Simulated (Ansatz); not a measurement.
**[NH₂···H···O], triplet: transfer scan**

Starting geometry:

```xyz
5

N    -1.2542   -0.0173   -0.0269
H    -1.5515    0.9506   -0.0269
H    -1.5515   -0.4196    0.8534
H    -0.2418   -0.0173   -0.0269
O     1.3088   -0.0173   -0.0269
```

From there H4 is moved from one fragment to the other while all else, the fragments' distance too, stays fixed, so the hump isn't the reaction's barrier; atoms are numbered as listed. Energies are in kJ/mol, counted from the starting geometry at the same level.

Basis cc-pVDZ; Ansatz 0.2.0. Correlated methods freeze the noble-gas cores. Prefix R: restricted or restricted open-shell reference; prefix U: unrestricted. Active spaces: valence = (14e, 11o) chosen from the atoms' valence shells.

For open shells CISD is restricted-active-space CI with the open shells as a complete middle space. Runs in a small pair space aren't shown, since their orbitals change along the scan.

Full CI isn't at hand for all of this; UCCSDT(Q) serves as the reference, and is uncertain by about the last step of the cluster series. The frozen core follows each run's orbitals, which can shift R against U totals by a few meV.

| distance N1-H4 (Å) | UCCSDT(Q) | error RHF | error UMP2 | error CISD | error UCCSD(T) | error RCCSDT | error CASSCF (valence space) |
| --- | --- | --- | --- | --- | --- | --- | --- |
| 0.942 | 11.3 | -10.9 | -2.1 | -3.7 | -0.2 | -0.1 | -3.1 |
| 1.012 | 0.0 | 0.0 | 0.0 | 0.0 | 0.0 | 0.0 | 0.0 |
| 1.093 | 12.4 | 16.4 | 3.7 | 6.2 | 0.4 | 0.2 | 5.2 |
| 1.173 | 35.6 | 40.3 | 9.9 | 16.1 | 1.1 | 0.5 | 13.2 |
| 1.253 | 54.6 | 76.6 | 18.1 | 31.3 | 1.7 | 0.9 | 23.3 |
| 1.333 | 57.6 | 81.4 | 16.1 | 30.8 | 1.8 | 0.8 | 29.7 |
| 1.413 | 44.8 | 54.3 | 9.5 | 16.3 | 1.3 | 0.5 | 29.1 |
| 1.493 | 26.8 | 35.7 | 5.4 | 7.9 | 0.8 | 0.3 | 26.6 |
| 1.573 | 17.0 | 21.5 | 3.0 | 2.6 | 0.4 | 0.1 | 24.1 |

Errors are those of relative energies. In total energy the starting point itself misses UCCSDT(Q) by: RHF 887.3, UMP2 99.9, CISD 77.8, UCCSD(T) 2.5, RCCSDT 1.3, CASSCF (valence space) 691.3 kJ/mol.

Spread of the error over the points with a reference, to 1.573 Å (largest less smallest): RCCSDT 1.0, UCCSD(T) 2.0, UMP2 20.2, CASSCF (valence space) 32.8, CISD 35.0, RHF 92.3 kJ/mol.
